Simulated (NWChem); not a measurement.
AlCl3

```xyz
4

Al     0.0000     0.0000     0.0000
Cl     0.0000     0.0000     2.0937
Cl     1.8132     0.0000    -1.0468
Cl    -1.8132     0.0000    -1.0468
```
Charge 0, spin multiplicity 1.

The numbers come from NWChem runs, not from measurements. Structure: optimised with PBE/def2-SVP, a minimum by its harmonic frequencies.

Symmetry labels belong to the abelian group C2v used in the runs, with the axes of the coordinates shown; states degenerate in a higher group split over its labels.

The structure started from a generated list of species.

Q: List the lowest 6 singlet excitations that CIS/def2-SVP gives, with oscillator strengths.

A: 
```tsv
state	symmetry	energy (eV)	wavelength (nm)	f
1	b1	8.33	149	0.000
2	a2	8.64	144	0.000
3	a2	8.67	143	0.000
4	b2	8.67	143	0.000
5	a1	9.00	138	0.080
6	b1	9.00	138	0.080
```
